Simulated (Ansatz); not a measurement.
Litharge PbO, treated with r²SCAN+rVV10 (PAW; Ansatz, a first-principles code).

Run with plane-wave cutoff 500 eV, 8×8×8 k mesh, gaussian smearing 0.02 eV, scalar-relativistic PAW data made under PBE.

Computed at the level's own relaxed cell.

What does this level give for the volume per atom, lattice parameter a and c axis length?


- volume per atom: 19.83 Å³/atom
- lattice parameter a: 3.979 Å
- c axis length: 5.011 Å

Measured, for comparison: lattice constant a 3.975 Å (room temperature, not corrected to a static lattice, our sources range from 3.964 to 3.975; as tabulated in Canepa et al. (2012), arXiv:1204.2842); lattice parameter c 5.023 Å (room temperature, not corrected to a static lattice, our sources range from 4.995 to 5.023; as tabulated in Canepa et al. (2012), arXiv:1204.2842). Computed (rounded) less measured: lattice constant a +0.1 % (+0.1 % to +0.4 % over the range), lattice parameter c -0.2 % (inside the range of the sources held).

Spin–orbit coupling is not included; it can shift volumes and moduli of such heavy elements.

The computed numbers hold no vibrational or temperature effects.
